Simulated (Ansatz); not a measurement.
Ansatz (an electronic-structure program) input (B3LYP-D3(BJ)/def2-TZVP):

Ansatz 0.2 input:
```yaml
crystal:
  periodic: [false, false, false]
  atoms:
    - {symbol: O, position_ang: [-1.26170112, 0.44861239, -0.01279754]}
    - {symbol: S, position_ang: [-0.01151049, -0.41288437, -0.00531408]}
    - {symbol: O, position_ang: [1.28472211, 0.37715635, 0.02342570]}
basis:
  gaussian:
    orbitals: def2-TZVP
hamiltonian:
  xc: b3lyp
  dispersion: d3bj
total_charge: -1
magnetization: {spin_polarized: true, initial_magnetization: 1}
phonons: {temperatures: {t_min: 298.15, t_max: 298.15, t_step: 100}}
```

Output:

```
Functional definition: B3LYP
integrals: 0.02 GiB planned
573 factors; their error is unknown
mean field: 0.32 GiB planned
mean field evaluation 1: about -14930.1614 eV, gradient 2.6e1 eV
mean field evaluation 2: about -14923.8276 eV, gradient 5.1e1 eV
mean field evaluation 4: about -14932.5438 eV, gradient 9.8e-1 eV
mean field evaluation 8: about -14932.5741 eV, gradient 1.4e-2 eV
mean field evaluation 16: about -14932.5741 eV, gradient 1.5e-5 eV
mean field -14932.57410908 eV, -548.7619768465 hartree, gradient 1.5e-5 eV, S^2 0.755026; 0 other end points of the search recorded, 0 dependent functions left out
the calculation of the forces begins
reference -14932.57427925 eV, -548.7619831002 hartree; 17, 16 occupied and 82, 83 virtual orbitals, 573 factors
these checks for a lower state are left out or cut short: stability, starts, cluster_reference, orbital_swaps, neighbouring_geometries, increment
integrals: 0.02 GiB planned
573 factors; their error is unknown
mean field: 0.32 GiB planned
mean field -14932.57400530 eV, -548.7619730325 hartree, gradient 2.4e-6 eV, S^2 0.755021; 0 other end points of the search recorded, 0 dependent functions left out
the calculation of the forces begins
reference -14932.57417546 eV, -548.7619792858 hartree; 17, 16 occupied and 82, 83 virtual orbitals, 573 factors
these checks for a lower state are left out or cut short: stability, starts, cluster_reference, orbital_swaps, neighbouring_geometries, increment
integrals: 0.02 GiB planned
573 factors; their error is unknown
mean field: 0.32 GiB planned
mean field -14932.57402631 eV, -548.7619738046 hartree, gradient 1.7e-6 eV, S^2 0.755031; 0 other end points of the search recorded, 0 dependent functions left out
the calculation of the forces begins
reference -14932.57419649 eV, -548.7619800588 hartree; 17, 16 occupied and 82, 83 virtual orbitals, 573 factors
these checks for a lower state are left out or cut short: stability, starts, cluster_reference, orbital_swaps, neighbouring_geometries, increment
integrals: 0.02 GiB planned
573 factors; their error is unknown
mean field: 0.32 GiB planned
mean field evaluation 32: about -14932.5740 eV, gradient 1.0e-1 eV
mean field -14932.57408374 eV, -548.7619759152 hartree, gradient 1.1e-6 eV, S^2 0.755026; 0 other end points of the search recorded, 0 dependent functions left out
the calculation of the forces begins
reference -14932.57425392 eV, -548.7619821692 hartree; 17, 16 occupied and 82, 83 virtual orbitals, 573 factors
these checks for a lower state are left out or cut short: stability, starts, cluster_reference, orbital_swaps, neighbouring_geometries, increment
integrals: 0.02 GiB planned
573 factors; their error is unknown
mean field: 0.32 GiB planned
mean field -14932.57408374 eV, -548.7619759153 hartree, gradient 2.2e-6 eV, S^2 0.755026; 0 other end points of the search recorded, 0 dependent functions left out
the calculation of the forces begins
reference -14932.57425391 eV, -548.7619821687 hartree; 17, 16 occupied and 82, 83 virtual orbitals, 573 factors
these checks for a lower state are left out or cut short: stability, starts, cluster_reference, orbital_swaps, neighbouring_geometries, increment
integrals: 0.02 GiB planned
573 factors; their error is unknown
mean field: 0.32 GiB planned
mean field -14932.57401123 eV, -548.7619732505 hartree, gradient 9.5e-7 eV, S^2 0.755026; 0 other end points of the search recorded, 0 dependent functions left out
the calculation of the forces begins
reference -14932.57418142 eV, -548.7619795047 hartree; 17, 16 occupied and 82, 83 virtual orbitals, 573 factors
these checks for a lower state are left out or cut short: stability, starts, cluster_reference, orbital_swaps, neighbouring_geometries, increment
integrals: 0.02 GiB planned
573 factors; their error is unknown
mean field: 0.32 GiB planned
mean field -14932.57401127 eV, -548.7619732520 hartree, gradient 9.5e-7 eV, S^2 0.755026; 0 other end points of the search recorded, 0 dependent functions left out
the calculation of the forces begins
reference -14932.57418143 eV, -548.7619795052 hartree; 17, 16 occupied and 82, 83 virtual orbitals, 573 factors
Total energy: -14932.64299069 eV, -548.7645081989 hartree
Atom 0 at    -1.261701     0.448612    -0.012798 Å, force     0.000350    -0.000325     0.000001 eV/Å
Atom 1 at    -0.011510    -0.412884    -0.005314 Å, force     0.000018     0.000629     0.000008 eV/Å
Atom 2 at     1.284722     0.377156     0.023426 Å, force    -0.000367    -0.000304    -0.000009 eV/Å
Dipole moment:    -0.009629    -0.345378    -0.004445 e Å
Vibrations: 456.05 992.82 1081.36 cm⁻¹, zero-point energy 0.156855 eV
```
